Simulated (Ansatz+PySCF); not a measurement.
Results of a calculation; reference values are marked as such.
Input for PySCF 2.14.0:

```python
from pyscf import gto, scf, cc

mol = gto.M(atom="""
Na 0.000000 0.000000 -5.000000
H 1.371470 0.000000 0.824060
Al 0.000000 0.000000 0.000000
H -1.371470 0.000000 0.824060
""", basis='6-31g', charge=0, spin=0)
mf = scf.UHF(mol)
mf.kernel()
mycc = cc.CCSD(mf, frozen=10).run()
et = mycc.ccsd_t()
print(mf.e_tot, mycc.e_corr, et, mycc.e_tot + et)
```

The script is written out from the run's settings.

The run gave:

```yaml
Converged: yes
Reference_energy: -404.79659 hartree
CCSD_correlation_energy: -0.08083 hartree
Triples_correction: -0.00328 hartree
Total_energy: -404.88070 hartree
Spin_squared_of_the_determinant: 0.000
```

The reference isn't the lowest determinant (another lies 0.96 eV lower), but the same method gives a higher total on the lower determinant. Caution: large amplitudes, a single reference is doubtful.
